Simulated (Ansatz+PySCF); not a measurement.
A calculation with PySCF 2.14.0.

```python
from pyscf import gto, dft

mol = gto.M(atom="""
C 0.000000 0.000000 -1.036270
C 0.000000 0.000000 1.036270
""", basis='6-31g', charge=0, spin=0)
mf = dft.UKS(mol, xc='pbe0')
mf.kernel()
print(mf.converged, mf.e_tot, mf.spin_square()[0])
```

The script is written out from the run's settings.

Output:

```
Converged                       : yes
Total energy                    : -75.63491 hartree
Spin squared of the determinant : 1.000
```

This is not the lowest solution: another run reaches a determinant 0.17 eV lower. Caution: the unrestricted determinant is a mixture of spin states.
